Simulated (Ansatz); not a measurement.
## How far each method lies from UCCSDT(Q) for GaH₃⁺, doublet

Geometry: a PBE0/def2-TZVP stationary point for this spin, not checked as a minimum.

| atom | x (Å) | y (Å) | z (Å) |
| --- | --- | --- | --- |
| Ga | 0.0000 | 0.0253 | 0.0000 |
| H | 0.0000 | -2.0473 | 0.0000 |
| H | 0.0000 | 0.1474 | -1.5272 |
| H | 0.0000 | 0.1474 | 1.5272 |

Basis cc-pVTZ; Ansatz 0.2.0. Only valence electrons are correlated (noble-gas cores and the filled d shells of p-block atoms frozen), which leaves 5 electrons in 71 orbitals. Prefix R: restricted or restricted open-shell reference; prefix U: unrestricted. Active spaces: valence = (5e, 7o) chosen from the atoms' valence shells. No spin–orbit coupling is included, and no scalar relativity.

Full CI isn't at hand for all of this; UCCSDT(Q) serves as the reference, and is uncertain by about the last step of the cluster series. The frozen core follows each run's orbitals, which can shift R against U totals by a few meV for light atoms and by up to 0.1 eV past Ca.

- UHF ⟨S²⟩: 0.753
- T1 diagnostic (RCCSD): 0.0188
- largest doubles amplitude (RCCSD): 0.056
- T1 diagnostic (UCCSD): 0.0130

Task: From what is known of these methods and the diagnostics, rank them by the size of their error in total energy against UCCSDT(Q) in cc-pVTZ, smallest first (an estimate: the text doesn't fix the numbers).
A. UMP2
B. UCCSD
C. UCCSD(T)
D. UCCSDT
E. UHF

Result: D (0.03 mEh), C (0.37 mEh), B (1.42 mEh), A (18.46 mEh), E (80.11 mEh).

All errors are against UCCSDT(Q) in cc-pVTZ. Within each family the higher level lies nearer, as is usual though not guaranteed.

Natural occupations of CASSCF (valence space) about the gap: 1.971 1.958 1.002 0.041 0.014 0.008 0.007; effectively unpaired electrons, Σ n²(2−n)², 1.02.
